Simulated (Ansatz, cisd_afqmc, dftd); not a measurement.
Reaction: SiH3 (SMILES [SiH3], doublet) → SiH3+ (parent SMILES [SiH3], singlet) + e-
Each species at its own B3LYP-D3(BJ)/def2-TZVP minimum (Ansatz, an electronic-structure program).

Quantity: adiabatic ionisation energy (electronic), in eV. Open shells are spin-unrestricted; no spin-orbit coupling. Cores are frozen in correlated methods. Rows without X2C or -DK are non-relativistic. AFQMC is phaseless with a CISD trial state; ± is one standard error, without the phaseless bias. Outlying blocks are dropped, and bars are widened where a walk drifts. Over all cases where full CI ran beside it in this data, AFQMC minus full CI had a median of +0.1 mEh and passed +0.4 mEh in a tenth of the cases. CBS(X,Y): correlation extrapolated as X^-3, Hartree-Fock from the larger set (Q,5: extrapolated as (X+1)exp(-9√X)). A bracket is a step between two methods taken in the basis named. Functionals run without relativity, which enters their misses. 'core' is core correlation in cc-pwCVTZ (1s frozen past Ne), 'X2C' scalar relativity in cc-pVTZ-DK, both at CCSD(T). Full CI freezes restricted core orbitals, also for open shells; the composite that ends in it estimates full CI at the basis-set limit.

| level | program | adiabatic ionisation energy (eV) |
|---|---|---|
| PBE-D3(BJ)/def2-TZVPD | Ansatz + dftd3 | 8.20 |
| B3LYP/def2-TZVPD | Ansatz | [?] |
| r2SCANh-D4/def2-TZVPD | Ansatz + dftd4 | [?] |
| MP2/aug-cc-pV(T+d)Z | Ansatz | 7.96 |
| MP2/cc-pV(Q+d)Z | Ansatz | 7.97 |
| CCSD/aug-cc-pV(Q+d)Z | Ansatz | 8.03 |
| CCSD/cc-pV(5+d)Z | Ansatz | 8.03 |
| CCSDTQ/aug-cc-pV(D+d)Z | Ansatz | 8.00 |
| CCSDTQ/cc-pV(D+d)Z | Ansatz | 7.94 |
| AFQMC/CISD/cc-pV(D+d)Z | cisd_afqmc | 7.94 ± 0.01 |
| AFQMC/CISD/aug-cc-pV(T+d)Z | cisd_afqmc | 8.06 ± 0.01 |
| FCI/cc-pV(D+d)Z | Ansatz | 7.94 |
| CCSD(T)/CBS(cc-pV(Q+d)Z,cc-pV(5+d)Z) + [CCSDT(Q) - CCSD(T)]/cc-pV(T+d)Z + [CCSDTQ - CCSDT(Q)]/cc-pV(D+d)Z + core + X2C | Ansatz | 8.10 |
| CCSD(T)/CBS(cc-pV(Q+d)Z,cc-pV(5+d)Z) + [CCSDT(Q) - CCSD(T)]/cc-pV(Q+d)Z + [FCI - CCSDT(Q)]/cc-pV(D+d)Z + core + X2C | Ansatz | 8.10 |

### Question
Fill in the missing entries.

### Answer

- B3LYP/def2-TZVPD, adiabatic ionisation energy (eV): 8.15
- r2SCANh-D4/def2-TZVPD, adiabatic ionisation energy (eV): 8.32
